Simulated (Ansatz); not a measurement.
# BClH4Si: up Jacob's ladder to CCSD(T)

How much do the methods differ for BClH4Si? The plan is to run it at one geometry with functionals of several rungs and with coupled cluster. The yardstick is the atomisation energy at the CCSD(T) limit.

Program: Ansatz 0.2.0, Gaussian basis. Level of theory: functionals in def2-TZVPP, the program's frozen cores in correlated methods. These are calculated values, not measurements.

The runs, in order: LDA (SPW92), PBE-D4, revPBE-D4, BLYP-D4, r2SCAN-D4, B97M-V, PBE0-D4, B3LYP-D4, r2SCANh-D4, r2SCAN0-D4, HSE06-D4, BHLYP-D4, CAM-B3LYP-D4, LC-ωPBE, ωB97X-V, ωB97M-V, B2PLYP, PBE-QIDH; CCSD(T)/def2-SVP; CCSD(T)/def2-TZVPP; CCSD(T)/def2-QZVPP; extrapolation to the limit; RPA on PBE.

### 1 Structure used throughout

The geometry comes from an earlier relaxation with PBE0-D4 in a triple-zeta def2 set; it is a stationary point, not always the lowest conformer.

SMILES `[SiH3]BCl`, 7 atoms, charge 0, spin multiplicity 1.

Atoms are counted from 1 here; the program's logs count them from 0.

Bond lengths: Si1–B2 2.016 Å, Si1–H4 1.491 Å, Si1–H5 1.486 Å, Si1–H6 1.490 Å, B2–Cl3 1.739 Å, B2–H7 1.194 Å. Angles: B2–Si1–H4 108.8°, B2–Si1–H5 113.0°, B2–Si1–H6 109.0°, H4–Si1–H5 109.1°, H4–Si1–H6 107.6°, H5–Si1–H6 109.2°, Si1–B2–Cl3 121.6°, Si1–B2–H7 122.6°, Cl3–B2–H7 115.8°.

### 2 LDA

This LDA is Slater exchange with PW92 correlation.

in.yaml reads:

```yaml
crystal:
  periodic: [false, false, false]
  atoms:
    - {symbol: Si, position_ang: [-0.641994, 0.491964, -0.311789]}
    - {symbol: B, position_ang: [0.799280, -0.642761, 0.525041]}
    - {symbol: Cl, position_ang: [2.119562, -1.275327, -0.413521]}
    - {symbol: H, position_ang: [-1.958548, -0.177251, -0.110703]}
    - {symbol: H, position_ang: [-0.430134, 0.722643, -1.764348]}
    - {symbol: H, position_ang: [-0.692640, 1.805946, 0.389709]}
    - {symbol: H, position_ang: [0.804464, -0.925204, 1.685611]}
basis:
  gaussian: {orbitals: def2-TZVPP}
hamiltonian: {xc: lda}
output: {orbitals: {seedname: orbitals}}
```

On the command line:

```console
ansatz run in.yaml --threads 2 --pin off --events-out ev --progress --plain --max-ram 20480MiB --backend cpu
```

The runs that follow: PBE-D4 (GGA); revPBE-D4 (GGA); BLYP-D4 (GGA); r2SCAN-D4 (meta-GGA); B97M-V (meta-GGA); B3LYP-D4 (hybrid); r2SCANh-D4 (hybrid); r2SCAN0-D4 (hybrid); HSE06-D4 (hybrid); BHLYP-D4 (hybrid); CAM-B3LYP-D4 (range-separated); LC-ωPBE (range-separated); ωB97X-V (range-separated); ωB97M-V (range-separated); B2PLYP (double hybrid); PBE-QIDH (double hybrid); CCSD(T) in def2-SVP; CCSD(T) in def2-TZVPP; CCSD(T) in def2-QZVPP; RPA on PBE orbitals.

**Question.** What will the summary of the whole plan be? Wanted: atomisation energy, CCSD(T)/CBS; farthest beyond LDA; mean size of error, GGA; mean size of error, meta-GGA; mean size of error, hybrid; mean size of error, range-separated; mean size of error, double hybrid; gap, smallest and largest; T1 diagnostic.

The runs gave:

| quantity | value |
| --- | --- |
| atomisation energy, CCSD(T)/CBS | 504.3 kcal/mol |
| functionals within 2.5 kcal/mol (0.5 %) | PBE-D4, PBE0-D4, B3LYP-D4, r2SCAN0-D4, HSE06-D4, PBE-QIDH |
| farthest beyond LDA | B97M-V (+7.6 kcal/mol) |
| mean size of error, GGA | 4.1 kcal/mol |
| mean size of error, meta-GGA | 6.2 kcal/mol |
| mean size of error, hybrid | 1.6 kcal/mol |
| mean size of error, range-separated | 3.8 kcal/mol |
| mean size of error, double hybrid | 2.9 kcal/mol |
| gap, smallest and largest | 3.35 eV (LDA (SPW92)), 10.71 eV (LC-ωPBE) |
| T1 diagnostic | 0.0135 |
| triples share of the correlation energy | 3.7 % |

The LDA atomisation energy is off by 57.8 kcal/mol (11 %): it overbinds. PBE-D4 is off by +2.1 kcal/mol. Double hybrids carry the basis error of their MP2 part in triple zeta, and no dispersion term here, so their miss is partly the set-up's. By mean error the best rung here is hybrid (1.6 kcal/mol) and the worst beyond LDA is meta-GGA (6.2 kcal/mol). The gap between the best rungs is small, so their order is not settled. Misses under about 2.5 kcal/mol are within the doubt on the reference itself, which lacks core-valence correlation, relativity and higher excitations. Hartree-Fock recovers 78 % of the binding; the rest is correlation. CCSD(T) in def2-SVP is off by -26.1 kcal/mol, more than most functionals: a good method in a small basis is no reference. The gap grows from 3.4 to 10.7 eV across the functionals, mostly with the share of exact exchange.
